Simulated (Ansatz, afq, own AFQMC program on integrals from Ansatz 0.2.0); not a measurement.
**Si2H7, doublet in cc-pVDZ, levels against CCSDT(Q)**

```xyz
9

Si   -1.6470    0.0000    0.0000
H    -2.1418    1.3997    0.0000
H    -2.1418   -0.6999    1.2122
H    -2.1418   -0.6999   -1.2122
H     0.1020    0.0000    0.0000
Si    1.6480    0.0000    0.0000
H     2.0980   -1.4163    0.0000
H     2.0980    0.7081   -1.2265
H     2.0980    0.7081    1.2265
```

Basis cc-pVDZ. Noble-gas cores (and the filled d shells of Ga–Kr and In–Xe) are frozen. AFQMC by an in-house program on the Cholesky factors that Ansatz 0.2.0 writes for its CCSD(T) run. The CISD trial takes its coefficients from CCSD amplitudes. Released means that phaseless walkers are propagated on without the constraint, phases kept. Error bars are statistical, one sigma.

Determinant: UHF, the one that the program's search chose, which needn't be the lowest solution. The geometry is a point of a scan.

No full CI on the walks' own integrals is used here; CCSDT(Q) serves as the reference and is uncertain by about the last step of the cluster series.

```
T1 diagnostic                               : 0.0131
weight of the determinant in the CISD state : 0.854
⟨S²⟩ of the determinant                     : 0.766
size of the correlated space                : 15 electrons in 61 orbitals
```

Reference: CCSDT(Q), correlation energy -7.882 eV. The released energy is read at 1.50 1/Eh (meV from the phaseless value at times in 1/Eh: 1 ± 3 at 0.24, -1 ± 3 at 0.51, -1 ± 3 at 0.99, -3 ± 4 at 1.50).

```json
{"level": "HF", "E − E(reference) (kcal/mol)": "181.76", "share of correlation (%)": "0.00"}
{"level": "MP2", "E − E(reference) (kcal/mol)": "40.69", "share of correlation (%)": "77.61"}
{"level": "CCSD", "E − E(reference) (kcal/mol)": "4.79", "share of correlation (%)": "97.36"}
{"level": "CCSD(T)", "E − E(reference) (kcal/mol)": "0.98", "share of correlation (%)": "99.46"}
{"level": "CCSDT", "E − E(reference) (kcal/mol)": "0.12", "share of correlation (%)": "99.93"}
{"level": "ph-AFQMC/CISD", "E − E(reference) (kcal/mol)": "0.00 ± 0.05", "share of correlation (%)": "100.00"}
{"level": "released AFQMC", "E − E(reference) (kcal/mol)": "-0.06 ± 0.08", "share of correlation (%)": "100.03"}
```

A walk keeps the symmetry of its determinant, which the program's search chose and which needn't be the lowest solution, so a lower state of the same spin and another symmetry isn't excluded. Released energies are given only where the last usable release times agree within the noise; a slower fall can still hide under it.
